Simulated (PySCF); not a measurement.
**Relaxation of doublet BN2**

Method: PySCF, UPBE0, basis B def2-TZVP, N def2-TZVP (no relativity, density fitting). A (50,194) grid was used.

A hand-made end-on start, of Cs symmetry, held to at least that symmetry:

```xyz
3
charge 0 multiplicity 2, angstrom
B    -0.3747    0.0000   -1.3687
N    -0.3747    0.0000    0.2381
N     0.6693    0.0000    0.8381
```

(1) What forces act on the atoms at the start (eV/Å)?

(2) What does it relax to?

(3) How much energy is released, and in how many steps?

## Answers

(1) 
```json
{"atom": "B1", "Fx": "-0.42", "Fy": "0.00", "Fz": "1.75"}
{"atom": "N2", "Fx": "3.63", "Fy": "0.00", "Fz": "-0.56"}
{"atom": "N3", "Fx": "-3.21", "Fy": "0.00", "Fz": "-1.20"}
```

(2) It ends at C∞v with B–N 1.457 Å, N–N 1.139 Å; B–N–N 180.0°. The frequency run here used a shortcut that can spoil soft modes, so no verdict on minimum or saddle point is given. Other isomers or separated fragments may lie lower.

(3) 64.5 kJ/mol in 10 steps.

At this level a quartet minimum of C∞v symmetry lies 15 kJ/mol below this structure.

The relaxation took 15 s on 2 threads of a shared Arm Neoverse V1 host, with 93 basis functions and 11 gradients; the process peaked at 0.5 GiB. Launch command: `OMP_NUM_THREADS=2 python axn.py task.json out`.
